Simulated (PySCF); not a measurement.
Molfile (atoms numbered from 1):
```
CHNS
     RDKit          3D

  4  3  0  0  0  0  0  0  0  0999 V2000
    1.6966   -0.2030    0.8625 C   0  0  0  0  0  0  0  0  0  0  0  0
    0.5811    0.0447    0.5983 N   0  0  0  0  0  0  0  0  0  0  0  0
   -0.9706    0.5340    0.3583 S   0  0  0  0  0  0  0  0  0  0  0  0
   -1.2690   -0.4010   -0.5625 H   0  0  0  0  0  0  0  0  0  0  0  0
  1  2  3  0
  2  3  1  0
  3  4  1  0
M  CHG  2   1  -1   2   1
M  END
```

Geometry: PBE0-D3(BJ)/def2-TZVP; GIAO absolute shieldings from PySCF, gas phase, non-relativistic, averaged over equivalent atoms.

At wB97X-D/pcSseg-2 (129 basis functions, 7.3 s wall time on 1 thread of an Arm Neoverse N1, shared host):
| atoms | σ (ppm) |
| --- | --- |
| C1 | -27.6 |
| N2 | 119.9 |
| S3 | 329.7 |
| H4 | 25.18 |

Q: What do these become at KT3/pcSseg-2?

A: 
| atoms | σ at KT3/pcSseg-2 | change |
| --- | --- | --- |
| C1 | -10.8 | +16.8 |
| N2 | 143.4 | +23.5 |
| S3 | 357.5 | +27.8 |
| H4 | 25.15 | -0.03 |

The largest change is at S3 (sulfur bonded to N, H). Cost: 129 basis functions, 8.1 s wall time on 1 thread of an Arm Neoverse N1, shared host.
